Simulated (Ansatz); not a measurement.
H$_{6}$NSi$_{2}$ (`N[SiH][SiH3]`) radical, relaxed with UKS PBE0-D4/def2-TZVP in the Gaussian-basis code of Ansatz from a PBE-D4/def2-SVP geometry. The force threshold is 0.005 eV/Å; the program also tests the step.

The species carries charge 0 and has multiplicity 2.

Start:

```xyz
9

N    -0.848    1.250    1.009
Si    0.329   -0.056    1.031
Si    0.382   -1.018   -1.120
H    -1.820    1.039    0.766
H    -0.812    1.977    1.730
H     1.646    0.609    1.376
H     0.850   -0.095   -2.220
H    -1.009   -1.481   -1.474
H     1.282   -2.226   -1.099
```

How much energy does the relaxation release, and in how many steps? (Estimate.)

Ansatz gave: 0.93 kcal/mol, in 8 steps, 1 of them rejected.

Which bonds change most? (An estimate is asked.)

Computed: N1–Si2 from 1.758 to 1.726 Å; Si2–H6 from 1.515 to 1.494 Å; Si3–H7 from 1.511 to 1.491 Å; Si3–H8 from 1.509 to 1.490 Å.

Give the relaxed structure. (Estimate.)

Computed: 
```xyz
9

N    -0.851    1.237    1.036
Si    0.306   -0.041    0.992
Si    0.381   -1.019   -1.130
H    -1.810    1.078    0.770
H    -0.777    1.972    1.722
H     1.607    0.577    1.389
H     0.821   -0.106   -2.225
H    -0.982   -1.513   -1.470
H     1.303   -2.186   -1.084
```
